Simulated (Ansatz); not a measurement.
# HO (doublet): wave-function methods side by side, aug-cc-pVTZ

One table from this session's results is given with a row withheld; the runs are named, their logs left out.

The runs use Ansatz 0.2.0, Gaussian basis; aug-cc-pVTZ, core rule «outside noble gas», up to 1 orbitals frozen.

To be run: UHF; CCSD(T) on ROHF; CCSD(T) on UHF; BCCD(T) on ROHF; CCSDT(Q) on ROHF; CCSDT(Q) on UHF; CASSCF and MRCISD+Q, 7 electrons in 5 orbitals; CASSCF and MRCISD+Q(relaxed), 7 electrons in 5 orbitals; CASSCF and NEVPT2, 7 electrons in 5 orbitals.

2 further runs of the same task are left out: 2 set aside as unsound or not needed.

### The geometry

The geometry is a PBE0/def2-TZVP stationary point (not a proven minimum) of the parent state, kept for this charge and spin.

2 atoms, charge 0, spin multiplicity 2.

Atoms are counted from 1 here; the program's logs count them from 0.

Bond lengths: O1–H2 1.037 Å.

Set-up of the first run:

in.yaml

```yaml
crystal:
  periodic: [false, false, false]
  atoms:
    - {symbol: O, position_ang: [0.000000, 0.000000, 0.000000]}
    - {symbol: H, position_ang: [0.000000, 0.000000, 1.036612]}
basis:
  gaussian: {orbitals: aug-cc-pVTZ}
magnetization: {spin_polarized: true, initial_magnetization: 1}
hamiltonian: {xc: hf}
output: {orbitals: {seedname: orbitals}}
```

Started as:

```
$ ansatz run in.yaml --threads 1 --pin off --events-out ev --progress --plain --max-ram 3956MiB --backend cpu
```

Among the steps run: UHF; CCSD(T) on ROHF; CCSD(T) on UHF; BCCD(T) on ROHF; CCSDT(Q) on ROHF; CCSDT(Q) on UHF; CASSCF and MRCISD+Q, 7 electrons in 5 orbitals; CASSCF and MRCISD+Q(relaxed), 7 electrons in 5 orbitals; CASSCF and NEVPT2, 7 electrons in 5 orbitals.

One table of the session follows, with a row left open; its other results are not shown here.

It belongs to the step «Misses and costs». 

```
                   method  from UCCSDT(Q) (meV)
                     ROHF               +6326.4
                      UHF               +6187.3
                     RMP2                +543.9
                     UMP2                +554.4
                    RCCSD                +188.1
                    UCCSD                +185.2
                 RCCSD(T)                 +17.4
                 UCCSD(T)                     ?
                  BCCD(T)                 +17.7
                   RCCSDT                  +7.6
                   UCCSDT                  +6.3
                RCCSDT(Q)                  +1.7
                UCCSDT(Q)                     0
           CASSCF valence               +5565.5
           NEVPT2 valence                +832.3
           MRCISD valence                +299.8
         MRCISD+Q valence                 +58.3
MRCISD+Q(relaxed) valence                 +37.9
```

Estimate the missing values for UCCSD(T).

**Answer.** from UCCSDT(Q) (meV): +16.6. In the column «from UCCSDT(Q) (meV)» it lies between RCCSDT (+7.6) and RCCSD(T) (+17.4).

Caveats from the session: Restricted and unrestricted rows rest on different reference determinants; where their highest levels disagree by more than a few hundredths of an eV, they describe different states and don't form one ladder.
